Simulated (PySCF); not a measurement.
Compound: thioformaldehyde, CH2S.
Z-matrix (Å and degrees, BHandHLYP/def2-TZVP geometry), rows numbered from 1:
```
C 
S   1  1.5917
H   1  1.0802  2  122.17
H   1  1.0801  2  122.18  3  -179.80
```

The calculation used BHandHLYP/def2-TZVP geometry optimisation, gas phase (PySCF).

Take the most abundant isotopes and a rigid rotor. 

Task: Give the principal moments of inertia and the rotational constants in MHz.

Result: Ia = 1.68, Ib = 27.89, Ic = 29.57 u·Å²; 505379 MHz·u·Å²/I gives A = 299955, B = 18120, C = 17088 MHz.

Task: What kind of rotor is it?

Result: A near-prolate asymmetric top; Ray's κ = -0.993.

Task: What does the inertial defect say?

Result: Planar: Δ = Ic − Ia − Ib = 0.00 u·Å². For a rigid frame Δ = −2 Σ m c², so it vanishes when all atoms lie in the ab plane; here none is more than 0.01 Å from it.

Task: Give the coordinates in the principal-axis frame, origin at the centre of mass.

Result: The sense of each axis is arbitrary; atoms in the order of the calculation.
```json
{"atom": "C1", "mass (u)": "12.000", "a (Å)": "-1.081", "b (Å)": "0.000", "c (Å)": "0.000"}
{"atom": "S2", "mass (u)": "31.972", "a (Å)": "0.510", "b (Å)": "0.000", "c (Å)": "0.000"}
{"atom": "H3", "mass (u)": "1.008", "a (Å)": "-1.657", "b (Å)": "0.914", "c (Å)": "0.001"}
{"atom": "H4", "mass (u)": "1.008", "a (Å)": "-1.657", "b (Å)": "-0.914", "c (Å)": "0.001"}
```

Task: Where do the levels up to J = 2 lie, in MHz?

Result: Above 0(0,0):
J = 1: 1(0,1) 35209, 1(1,1) 317043, 1(1,0) 318076
J = 2: 2(0,2) 105623, 2(1,2) 386428, 2(1,1) 389525, 2(2,1) 1235029, 2(2,0) 1235032
The levels of one J sum to (2J + 1)J(J + 1)(A + B + C)/3.

Task: Predict some low-J microwave lines.

Result: The dipole components are |μa| = 1.82 D, |μb| = 0.00 D, |μc| = 0.00 D; the symmetry axis of this C2v structure is a, so μb and μc vanish by symmetry and there are no b-type or c-type lines. Some lines, for components of 0.1 D or more:

```json
{"type": "a", "branch": "Q", "J(Ka,Kc)": "1(1,0) ← 1(1,1)", "MHz": "1032", "lower level (cm⁻¹)": "10.575"}
{"type": "a", "branch": "Q", "J(Ka,Kc)": "2(1,1) ← 2(1,2)", "MHz": "3097", "lower level (cm⁻¹)": "12.890"}
{"type": "a", "branch": "Q", "J(Ka,Kc)": "3(1,2) ← 3(1,3)", "MHz": "6194", "lower level (cm⁻¹)": "16.361"}
{"type": "a", "branch": "R", "J(Ka,Kc)": "1(0,1) ← 0(0,0)", "MHz": "35209", "lower level (cm⁻¹)": "0.000"}
{"type": "a", "branch": "R", "J(Ka,Kc)": "2(1,2) ← 1(1,1)", "MHz": "69385", "lower level (cm⁻¹)": "10.575"}
{"type": "a", "branch": "R", "J(Ka,Kc)": "2(0,2) ← 1(0,1)", "MHz": "70414", "lower level (cm⁻¹)": "1.174"}
{"type": "a", "branch": "R", "J(Ka,Kc)": "2(1,1) ← 1(1,0)", "MHz": "71449", "lower level (cm⁻¹)": "10.610"}
{"type": "a", "branch": "R", "J(Ka,Kc)": "3(1,3) ← 2(1,2)", "MHz": "104075", "lower level (cm⁻¹)": "12.890"}
{"type": "a", "branch": "R", "J(Ka,Kc)": "3(0,3) ← 2(0,2)", "MHz": "105614", "lower level (cm⁻¹)": "3.523"}
{"type": "a", "branch": "R", "J(Ka,Kc)": "3(2,2) ← 2(2,1)", "MHz": "105626", "lower level (cm⁻¹)": "41.196"}
{"type": "a", "branch": "R", "J(Ka,Kc)": "3(2,1) ← 2(2,0)", "MHz": "105637", "lower level (cm⁻¹)": "41.196"}
{"type": "a", "branch": "R", "J(Ka,Kc)": "3(1,2) ← 2(1,1)", "MHz": "107172", "lower level (cm⁻¹)": "12.993"}
```

Task: Estimate the classical rotational partition function at 100 K.

Result: Point group C2v, symmetry number σ = 2; q = (√π/σ)·√((kT/h)³/(ABC)), k/h = 20836.6 MHz/K: 277 at 100 K.

No BHandHLYP/def2-TZVP frequencies stand behind this structure, so it isn't proved a minimum. Constants of a rigid frame at the computed geometry: no zero-point averaging, no centrifugal distortion.
